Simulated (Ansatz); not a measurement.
Two isomers of CH4BCl: A = `BCCl`, B = `CBCl`.

Computed with Ansatz on PBE0-D4/def2-TZVP structures; ΔE is electronic, products minus reactants. CCSD(T)/CBS is the MP2 limit (def2-TZVPP, def2-QZVPP) plus CCSD(T) − MP2 in def2-TZVPP, frozen cores. Functionals use def2-TZVPP. B3LYP here is the variant with VWN-RPA as its local correlation; programs differ in this.

A:

Z-matrix (Å, degrees):
```
C
Cl 1 1.783
B 1 1.549 2 116.9
H 1 1.096 2 107.6 3 -123.7
H 1 1.096 2 107.6 3 123.6
H 3 1.192 1 122.9 2 0.1
H 3 1.198 1 116.7 2 -180.0
```

B:

Z-matrix (Å, degrees):
```
C
B 1 1.548
H 1 1.097 2 109.5
H 1 1.090 2 114.9 3 123.3
H 1 1.097 2 108.9 3 -114.1
Cl 2 1.750 1 121.7 3 -125.1
H 2 1.194 1 122.7 3 55.2
```

Task: Which isomer does CCSD(T)/CBS put lower? Give the gap. (Best estimate.)

Result: The calculation gave: B, by 42.2 kcal/mol.

Task: Give E(B) − E(A) in kcal/mol with BLYP-D4, ωB97M-V, MP2/def2-TZVPP, B3LYP-D4, PBE-D4, CCSD/def2-TZVPP, LDA (SPW92). (An estimate is asked.)

Result: Ansatz gave: BLYP-D4 -41.4, ωB97M-V -42.3, MP2/def2-TZVPP -43.8, B3LYP-D4 -41.8, PBE-D4 -42.6, CCSD/def2-TZVPP -42.4, LDA (SPW92) -44.0. None reverses the order clearly.

Task: Does the order hold for the free energy at 298.15 K (harmonic terms from PBE0-D4)? (Estimate.)

Result: Ansatz gave: Yes: G(B) − G(A) = -41.4 kcal/mol. Modes under 60 cm⁻¹, often nearly free rotors, make the harmonic entropy too high.

Largest T1 diagnostic: 0.011.

Leaving LDA and LC-ωPBE aside and taking each functional with its dispersion term where it has one, the values, not all of them listed here, spread over 3.2 kcal/mol, from B97M-V to BLYP-D4. LDA lies −1.4 kcal/mol from PBE without D4. In def2-TZVPP, CCSD(T) changes the Hartree–Fock value by −2.0 kcal/mol (the triples alone add −0.3 kcal/mol) and MP2 by −3.1 kcal/mol.
